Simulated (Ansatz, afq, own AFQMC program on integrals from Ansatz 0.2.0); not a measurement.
AFQMC on a folder of integrals that Ansatz 0.2.0 wrote.

```yaml
crystal:
  periodic: [false, false, false]
  atoms:
    - {symbol: B, position_ang: [-0.189410, 0.094275, 0.278048]}
    - {symbol: H, position_ang: [0.236900, 0.633353, -0.802891]}
    - {symbol: H, position_ang: [0.534969, 0.094219, 1.217618]}
    - {symbol: H, position_ang: [1.259711, -1.738747, -3.397018]}
basis:
  gaussian: {orbitals: 6-31G}
magnetization: {spin_polarized: true, initial_magnetization: 2}
correlation: {method: ccsd_t, electrons: outside_noble_gas, hamiltonian_folder: ham}
```

```sh
$ ansatz run in.yaml --threads 1 --pin off --events-out ev --progress --plain --max-ram 24576MiB --backend cuda --devices 0, --max-vram 18GiB
```

afq runs on the folder ham with

```
--method phaseless --trial mp1 --walkers 80 --populations 1 --least-time 40 --time-step 0.04 --steps-per-block 10 --equilibration-blocks 15 --max-blocks 150 --target-error 0.00116 --factor-cut 0.0001 --start spin_pure --seed 2394 --release-times 0.2,0.4 --release-step 0.05 --release-every 2 --taylor-order 8
```

Times are imaginary, in 1/Eh. The walk had a cap of 60 s.

```
orbitals 14  electrons 4 2  factors 66 of 223
reference energy -26.23236857 Eh
CCSD correlation -0.05424151 Eh in 10 cycles, weight of the determinant in the CISD state 0.9642
energy of the start -26.271808 Eh
 block  time / (1/Eh)  mean weight  energy / Eh
     1     0.400  1.0009  -26.278321
     2     0.800  1.0056  -26.282451
     3     1.200  1.0012  -26.286557
     4     1.600  1.0066  -26.287518
     5     2.000  0.9983  -26.285368
     8     3.200  1.0052  -26.283962
    11     4.400  0.9963  -26.287228
    17     6.800  0.9964  -26.287306
    23     9.200  1.0031  -26.287846
    29    11.600  1.0044  -26.286064
    35    14.000  0.9980  -26.289055
    41    16.400  0.9968  -26.286697
    47    18.800  1.0007  -26.290069
    53    21.200  1.0066  -26.287591
    59    23.600  1.0043  -26.284841
    65    26.000  1.0037  -26.286354
    71    28.400  1.0024  -26.284855
    77    30.800  0.9979  -26.283002
    83    33.200  1.0023  -26.287007
    89    35.600  1.0013  -26.293215
    95    38.000  1.0024  -26.285474
   101    40.400  1.0081  -26.287129
   107    42.800  1.0033  -26.287454
   113    45.200  1.0004  -26.288798
   115    46.000  0.9911  -26.287204
blocks merged  error / Eh  count
     1  0.000181  100
     2  0.000221  50
     4  0.000273  25
     8  0.000338  12
released: time / (1/Eh)  energy / Eh  error  mean overlap
  0.20  -26.287110  0.000310  0.9994
  0.40  -26.287246  0.000259  0.9970
energy -26.287141 +/- 0.000273 Eh
(rows thinned)
```

Estimate how long the walk took on 1 × NVIDIA H100 80GB HBM3 with 2 threads of AMD EPYC 7R13 Processor (Zen 3), on a shared host (the card was shared).

9 s of wall time.

The run passed its tests (sampling time, drift between the halves within three errors, error under three times the target), which doesn't prove that it has relaxed.

Against this walk (error 7.4 meV) on the same determinant: CCSD(T) 3.0 meV lower (within the noise), CCSDT(Q) 11.5 meV lower (within the noise), CCSDTQ 11.5 meV lower (within the noise), full CI 11.5 meV lower (within the noise), a separate phaseless walk with a CISD trial and standard settings 9.7 ± 7.4 meV lower (within the noise). The error is statistical and leaves out the bias of the constraint. Released to 0.40 1/Eh the energy moves by -3 ± 10 meV (both errors), within twice the noise.

Cautions: constraint bias not in the error; lower spins were not checked; the time-step error isn't removed.

CCSDT and higher add their correlation energy to the determinant of the CCSD(T) run, since their own runs factorise the integrals more tightly (a shift of under 2 meV).
